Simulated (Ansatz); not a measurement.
`C#CC(C)(N)S`, charge 0, multiplicity 1.

Question: Give a relaxed structure at PBE0-D4/def2-TZVP (Ansatz 0.2.0). (Estimate.)

Answer: Ansatz gave: 
Cartesian coordinates in Å:
```
C 1.9614 1.5774 0.1162
C 0.9677 0.9119 0.0116
C -0.2196 0.0646 -0.1398
C -0.4469 -0.7522 1.1258
N -0.1433 -0.8383 -1.2771
S -1.6028 1.2384 -0.4290
H 2.8386 2.1730 0.2087
H 0.3989 -1.4264 1.2886
H -1.3538 -1.3474 1.0134
H -0.5434 -0.0996 1.9920
H 0.0104 -0.3066 -2.1258
H 0.6467 -1.4648 -1.1588
H -2.5139 0.2698 -0.6259
```
This is one stationary point; other conformers may exist.
